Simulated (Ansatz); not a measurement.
## Crystal structures of gold under LDA

Theory: DFT, LDA (PW92), plane waves (420 eV) with PAW, scalar-relativistic (Ansatz). The PAW files were generated under PBE, with cores re-solved for the functional.

Each structure is relaxed within its own symmetry, so a high-lying one may be dynamically unstable.

```csv
structure,ΔE (meV/atom),V (Å³/atom),cell,magnetic state
fcc,0,16.56,a = 4.046 Å,spin not included
dhcp,2,16.58,"a = 2.844 Å, c = 9.468 Å (c/a = 3.330)",spin not included
hcp,5,16.58,"a = 2.840 Å, c = 4.750 Å (c/a = 1.673)",spin not included
bcc,23,16.59,a = 3.213 Å,spin not included
omega (AlB2-type),81,16.91,"a = 4.612 Å, c = 2.755 Å (c/a = 0.597)",spin not included
A15,158,17.11,a = 5.154 Å,spin not included
simple cubic,273,18.98,a = 2.667 Å,spin not included
diamond,1006,26.37,a = 5.953 Å,spin not included
```

ΔE counts from fcc.

Differences under about 8 meV lie within the error of the k-point mesh.
